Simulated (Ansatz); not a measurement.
**C3H3F3: small, medium and large basis sets**

The task here is to estimate one member of a computed series from the others.

Method: one geometry, several basis sets; program: Ansatz 0.2.0, Gaussian basis.

The runs, in order: PBE0-D4/def2-SVP; ωB97M-V/def2-SVP; PBE0-D4/def2-QZVPP; ωB97M-V/def2-QZVPP; the functionals' def2-TZVPP values are taken from earlier runs.

### Structure used throughout

The geometry comes from an earlier relaxation with PBE0-D4 in a triple-zeta def2 set; it is a stationary point, not always the lowest conformer.

SMILES `CC(F)=C(F)F`, 9 atoms, charge 0, spin multiplicity 1.

Atoms are counted from 1 here; the program's logs count them from 0.

Bond lengths: C1–C2 1.476 Å, C1–H7 1.093 Å, C1–H8 1.093 Å, C1–H9 1.089 Å, C2–F3 1.343 Å, C2–C4 1.323 Å, C4–F5 1.311 Å, C4–F6 1.317 Å. Angles: C2–C1–H7 110.4°, C2–C1–H8 110.4°, C2–C1–H9 110.6°, H7–C1–H8 107.9°, H7–C1–H9 108.7°, H8–C1–H9 108.7°, C1–C2–F3 115.6°, C1–C2–C4 126.9°, F3–C2–C4 117.6°, C2–C4–F5 124.8°, C2–C4–F6 123.6°, F5–C4–F6 111.5°.

The first run:

in.yaml reads:

```yaml
crystal:
  periodic: [false, false, false]
  atoms:
    - {symbol: C, position_ang: [-0.168240, -0.928920, 0.696475]}
    - {symbol: C, position_ang: [0.337484, -0.050488, -0.376227]}
    - {symbol: F, position_ang: [1.248177, -0.601405, -1.194849]}
    - {symbol: C, position_ang: [-0.012628, 1.204488, -0.605924]}
    - {symbol: F, position_ang: [0.463754, 1.949977, -1.573734]}
    - {symbol: F, position_ang: [-0.893032, 1.860647, 0.121300]}
    - {symbol: H, position_ang: [0.653693, -1.259902, 1.337170]}
    - {symbol: H, position_ang: [-0.641345, -1.817590, 0.269813]}
    - {symbol: H, position_ang: [-0.899362, -0.403208, 1.308877]}
basis:
  gaussian: {orbitals: def2-SVP}
hamiltonian: {xc: pbe0, dispersion: d4}
output: {orbitals: {seedname: orbitals}}
```

Command:

```sh
> ansatz run in.yaml --threads 4 --pin off --events-out ev --progress --plain --max-ram 10444MiB
```

Among the steps run: PBE0-D4 in def2-SVP; ωB97M-V in def2-SVP; PBE0-D4 in def2-QZVPP; ωB97M-V in def2-QZVPP.

One table of the session follows, with a row left open; its other results are not shown here.

```
functional       basis  HOMO (eV)  LUMO (eV)
   PBE0-D4    def2-SVP      -7.01       0.98
   PBE0-D4  def2-TZVPP      -7.12       0.89
   PBE0-D4  def2-QZVPP      -7.16       0.72
   ωB97M-V    def2-SVP          ?          ?
   ωB97M-V  def2-TZVPP      -9.38       2.76
   ωB97M-V  def2-QZVPP      -9.43       1.84
```

Estimate the missing values for ωB97M-V, def2-SVP.

As computed: HOMO (eV): -9.24; LUMO (eV): 3.24. In the column «HOMO (eV)» it lies between ωB97M-V, def2-TZVPP (-9.38) and PBE0-D4, def2-QZVPP (-7.16).
